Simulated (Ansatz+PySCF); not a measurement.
# singlet C2H6 in separate pieces: levels of theory in one basis

```xyz
8

C     0.0000    0.0000    0.0000
H     1.0903    0.0000    0.0000
H    -0.5452    0.9443    0.0000
H    -0.5452   -0.9443    0.0000
C    10.0000    0.0000    0.0000
H    11.0903    0.0000    0.0000
H     9.4548    0.9443    0.0000
H     9.4548   -0.9443    0.0000
```

Basis set: cc-pVDZ (spherical functions). Frozen core: 2 orbitals. Charge 0, multiplicity 1.

Computed with Ansatz (development build ahead of 0.2.0); each method stands on the lowest determinant of its kind that the runs found. NEVPT2 correlates all electrons. Active spaces start from the frontier orbitals, and the lowest solution found is given.

```tsv
method	E − E(RHF) (eV)	<S²> of the determinant
RHF	0.00	0.00
UHF	-6.48	1.02
RHF-MP2	-21.07	–
UHF-MP2	-13.39	1.02
RHF-CCSD	-13.66	–
UHF-CCSD	-14.64	1.02
RHF-CCSD(T)	-15.57	–
UHF-CCSD(T)	-14.79	1.02
SC-NEVPT2(2,2)	-13.56	–
```

**Question.** What does CASSCF(2,2) give on the same scale?

**Answer.** -6.25 eV.

**Question.** Is a single determinant a sound starting point here?

**Answer.** It is doubtful. Unrestricted orbitals lower Hartree–Fock by 6.48 eV and <S²> is 1.02 where a pure state has 0.00, a sign of strong static correlation. The CASSCF(2,2) natural occupations are 1.00, 1.00.

Caution for RHF, RHF-MP2, RHF-CCSD, RHF-CCSD(T): an unrestricted determinant lies well below. Caution for UHF, UHF-MP2, UHF-CCSD, UHF-CCSD(T): the unrestricted determinant is a mixture of spin states. Caution for RHF-MP2: large amplitudes, a single reference is doubtful. Caution for UHF-MP2, UHF-CCSD, UHF-CCSD(T): bonds are stretched, where a single reference can fail. Caution for RHF-CCSD, RHF-CCSD(T): very large amplitudes, the method is breaking down; the amplitudes may be one of several solutions. Caution for UHF-CCSD, UHF-CCSD(T): the program doubts this total.
